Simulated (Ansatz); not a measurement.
```yaml
crystal:
  periodic: [false, false, false]
  atoms:
    - {symbol: Ge, position_ang: [-1.256550, -0.605949, -0.003252]}
    - {symbol: C, position_ang: [0.560241, -0.192366, -0.001416]}
    - {symbol: Ge, position_ang: [2.364462, -0.167190, -0.000348]}
    - {symbol: H, position_ang: [-1.668153, 0.965505, 0.005016]}
basis:
  gaussian: {orbitals: def2-TZVP}
magnetization: {spin_polarized: true, initial_magnetization: 1}
hamiltonian: {xc: pbe0}
relax: {f_tol: 0.004, max_steps: 80}
```

```sh
$ ansatz run in.yaml --threads 1 --pin off --events-out ev --progress --plain --max-ram 2176MiB
```

Steps of the relaxation (energy above the last step; positions in Å, forces in eV/Å):

```
4
step 1, 70.3 meV
Ge   -1.257   -0.606   -0.003    0.591    0.631    0.003
C     0.560   -0.192   -0.001   -0.220   -0.259   -0.001
Ge    2.364   -0.167    0.000   -0.348    0.010    0.000
H    -1.668    0.966    0.005   -0.022   -0.382   -0.002
```

```
4
step 2, 40.1 meV
Ge   -1.232   -0.570   -0.003    0.493    0.304    0.001
C     0.576   -0.200   -0.002   -0.239   -0.157    0.000
Ge    2.373   -0.183    0.000   -0.203   -0.008    0.000
H    -1.717    0.953    0.005   -0.051   -0.139   -0.001
```

```
4
step 3, 13.2 meV
Ge   -1.164   -0.512   -0.003   -0.238    0.235    0.001
C     0.605   -0.204   -0.001    0.273    0.044    0.000
Ge    2.390   -0.226   -0.001   -0.081   -0.032    0.000
H    -1.830    0.942    0.005    0.047   -0.246   -0.001
```

```
4
step 4, 6.9 meV
Ge   -1.134   -0.452   -0.003    0.124    0.011    0.000
C     0.644   -0.189   -0.001   -0.168    0.091    0.000
Ge    2.420   -0.275   -0.001   -0.038   -0.042    0.000
H    -1.931    0.915    0.005    0.082   -0.061    0.000
```

```
4
step 8, 0.0 meV
Ge   -1.105   -0.445   -0.003    0.000    0.000    0.000
C     0.650   -0.092    0.000    0.001    0.000    0.000
Ge    2.414   -0.342   -0.001   -0.001    0.000    0.000
H    -1.959    0.879    0.004    0.000    0.000    0.000
```

Close pairs at the end: Ge1–H4 1.576 Å, C2–Ge3 1.781 Å, Ge1–C2 1.790 Å.

A stationary point of unrestricted PBE0 after 8 steps, with ⟨S²⟩ = 0.759 against 0.75 for a pure state; no frequencies were run, so it isn't proven a minimum. 1.8 min on 1 thread of Arm Neoverse V1, shared host.
